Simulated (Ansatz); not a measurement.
# An input for doublet BH2F−

The species is BH2F− (4 atoms), meant as a doublet with charge -1. As SMILES of the parent species, `[H]B([H])F`. The shape is that of a GFN2-xTB optimisation. That shape belongs to the parent species and isn't relaxed for this state.

```xyz
4

B     0.0300    0.0492    0.0006
H     1.1984   -0.0340    0.0156
H    -0.5783    1.0502   -0.0194
F    -0.6501   -1.0654    0.0032
```

Settings wanted:

```yaml
basis_set: STO-3G
task: energy
method: DFT
functional: r2SCAN0
reference: UKS
accuracy: high
```

Task: Give an Ansatz 0.2.0 job that does this.

Result: This one ran through:

run.yaml:
```yaml
crystal:
  periodic: [false, false, false]
  atoms:
    - symbol: B
      position_ang: [0.029990, 0.049200, 0.000600]
    - symbol: H
      position_ang: [1.198420, -0.033970, 0.015630]
    - symbol: H
      position_ang: [-0.578270, 1.050180, -0.019450]
    - symbol: F
      position_ang: [-0.650140, -1.065400, 0.003230]
basis:
  gaussian: {orbitals: STO-3G}
total_charge: -1
magnetization: {spin_polarized: true, initial_magnetization: 1}
hamiltonian: {xc: {name: r2SCAN0}}
accuracy: high
```

```bash
$ ansatz run run.yaml --threads 1 --pin off --max-ram 2610MiB --events-out events.jsonl --progress --plain --runs-dir runs
```

Calculated total energy: -123.88344 Eh. Without diffuse functions the anion is poorly described.
